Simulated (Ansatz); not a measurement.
# BH₄− (singlet): the correlation ladder, aug-cc-pVTZ

How much of the correlation energy of BH₄− (singlet) does each wave-function method recover here?

Computed with Ansatz 0.2.0, Gaussian basis. Level: aug-cc-pVTZ, correlated electrons: outside noble gas.

The runs, in order: UHF; CCSD(T) on RHF; BCCD(T) on RHF; CCSDT(Q) on RHF; CASSCF and NEVPT2, 8 electrons in 8 orbitals.

**1. What is computed**

The geometry is a PBE0/def2-TZVPD stationary point (not a proven minimum).

5 atoms, charge -1, spin multiplicity 1.

Atoms are counted from 1 here; the program's logs count them from 0.

Bond lengths: B1–H2 1.239 Å, B1–H3 1.239 Å, B1–H4 1.239 Å, B1–H5 1.239 Å. Angles: H2–B1–H3 109.5°, H2–B1–H4 109.5°, H2–B1–H5 109.5°, H3–B1–H4 109.5°, H3–B1–H5 109.5°, H4–B1–H5 109.5°.

Geometry (Å):

```tsv
atom	x (Å)	y (Å)	z (Å)
B1	0.0000	0.0000	0.0000
H2	0.7144	0.7162	0.7159
H3	-0.7193	-0.7121	0.7151
H4	-0.7117	0.7148	-0.7200
H5	0.7166	-0.7189	-0.7110
```

In the tables R marks a restricted determinant and U an unrestricted one; 'valence' is the active space of 8 electrons in 8 orbitals; correlation energies count from the lowest restricted Hartree-Fock solution.

**2. UHF**

in.yaml

```yaml
crystal:
  periodic: [false, false, false]
  atoms:
    - {symbol: B, position_ang: [0.000000, 0.000000, 0.000000]}
    - {symbol: H, position_ang: [0.714366, 0.716202, 0.715897]}
    - {symbol: H, position_ang: [-0.719283, -0.712099, 0.715066]}
    - {symbol: H, position_ang: [-0.711684, 0.714767, -0.719991]}
    - {symbol: H, position_ang: [0.716601, -0.718870, -0.710973]}
basis:
  gaussian: {orbitals: aug-cc-pVTZ}
total_charge: -1
magnetization: {spin_polarized: true, initial_magnetization: 0}
hamiltonian: {xc: hf}
output: {orbitals: {seedname: orbitals}}
```

Launch:

```sh
$ ansatz run in.yaml --threads 1 --pin off --events-out ev --progress --plain --max-ram 2816MiB --backend cpu
```

After this run come: CCSD(T) on RHF; BCCD(T) on RHF; CCSDT(Q) on RHF; CASSCF and NEVPT2, 8 electrons in 8 orbitals.

**Question.** What will the summary of the whole plan be? Wanted: correlation energy, RCCSDT(Q); RMP2 from RCCSDT(Q); RCCSD from RCCSDT(Q); RCCSD(T) from RCCSDT(Q); NEVPT2 valence from RCCSDT(Q); T1 diagnostic; effectively unpaired electrons.

**Answer**, as computed:

| quantity | value |
| --- | --- |
| correlation energy, RCCSDT(Q) | -5.4328 eV |
| RMP2 from RCCSDT(Q) | +833.5 meV |
| RCCSD from RCCSDT(Q) | +180.9 meV |
| RCCSD(T) from RCCSDT(Q) | +21.1 meV |
| NEVPT2 valence from RCCSDT(Q) | +1049.4 meV |
| levels within 1 kcal/mol (43 meV) | RCCSD(T), BCCD(T), RCCSDT |
| T1 diagnostic | 0.011 |
| effectively unpaired electrons | 0.01 |

**Reading.** RCCSD(T) lands +21.1 meV from the yardstick (0.4 % of the correlation energy). One determinant dominates. Of the multireference levels listed NEVPT2 valence comes nearest (+1049.4 meV). These misses are within one basis and frozen core, not against nature; frozen cores of the runs differ by up to some meV.
